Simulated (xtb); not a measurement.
Input for xtb: GFN2-xTB on H2O (SMILES O).

```
$ xtb mol.xyz --gfn 2 --sp --chrg 0 --uhf 0
3

O      0.00000000    -0.05786571    -1.47979303
H      0.00000000     0.82293384    -1.85541474
H      0.00000000     0.07949567    -0.51934253
```

The head of its log:

```
[...]
           -------------------------------------------------
          |                Calculation Setup                |
           -------------------------------------------------



           -------------------------------------------------
          |                 G F N 2 - x T B                 |
           -------------------------------------------------

        Reference                      10.1021/acs.jctc.8b01176
      * Hamiltonian:
        H0-scaling (s, p, d)           1.850000    2.230000    2.230000
        zeta-weighting                 0.500000
      * Dispersion:
        s8                             2.700000
        a1                             0.520000
        a2                             5.000000
        s9                             5.000000
      * Repulsion:
        kExp                           1.500000    1.000000
        rExp                           1.000000
      * Coulomb:
        alpha                          2.000000
        third order                    shell-resolved
        anisotropic                    true
        a3                             3.000000
        a5                             4.000000
        cn-shift                       1.200000
        cn-exp                         4.000000
        max-rad                        5.000000


          ...................................................
          :                      SETUP                      :
          :.................................................:
          :  # basis functions                   6          :
          :  # atomic orbitals                   6          :
          :  # shells                            4          :
          :  # electrons                         8          :
          :  max. iterations                   250          :
          :  Hamiltonian                  GFN2-xTB          :
          :  restarted?                      false          :
          :  GBSA solvation                  false          :
          :  PC potential                    false          :
          :  electronic temp.          300.0000000     K    :
          :  accuracy                    1.0000000          :
          :  -> integral cutoff          0.2500000E+02      :
          :  -> integral neglect         0.1000000E-07      :
          :  -> SCF convergence          0.1000000E-05 Eh   :
          :  -> wf. convergence          0.1000000E-03 e    :
          :  Broyden damping             0.4000000          :
          :  net charge                          0          :
          :  unpaired electrons                  0          :
          ...................................................

 iter      E             dE          RMSdq      gap      omega  full diag
   1     -5.1017439 -0.510174E+01  0.425E+00   14.70       0.0  T
   2     -5.1030709 -0.132698E-02  0.246E+00   14.41       1.0  T
```

Give the final energy of this run.

-5.0703 hartree.
